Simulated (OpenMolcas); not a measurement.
**Predicting a hybrid from its neighbours: C2H5Si**

The species is C2H5Si (8 atoms), meant as a doublet with charge 0. As SMILES, `C=C[SiH2]`. Geometry: relaxed at PBE0-D4/def2-TZVP.

The vertical energy of the quartet above the doublet y, in eV, basis aug-cc-pVDZ; a is the functional's share of exact exchange. Programs: OpenMolcas 26.06.

```
functional     program     a  y (eV)
      UPBE  OpenMolcas     0    4.80
     UBLYP  OpenMolcas     0    4.89
    UB3LYP  OpenMolcas   0.2    4.74
     UPBE0  OpenMolcas  0.25       ?
    UBHLYP  OpenMolcas   0.5    4.47
```

Problem. Fit y = c + s·a to the known rows and predict UPBE0.

Solution. 
1. Means of the 4 rows: a = 0.1750, y = 4.725.
2. Σ(Δa)² = 0.1675, Σ(Δa·Δy) = -0.1245, so the slope is -0.1245/0.1675 = -0.74328.
3. Intercept: 4.725 − (-0.74328) × 0.1750 = 4.855. The largest residual of the fit is 0.055.
4. UPBE0: 4.855 + (-0.74328) × 0.25 = 4.67 eV.

The run gave 4.57 eV, so the prediction is off by +0.10 eV, more than the largest residual. Exact exchange favours the state with more unpaired electrons. The rows mix families of semi-local functionals, which the line can't see.
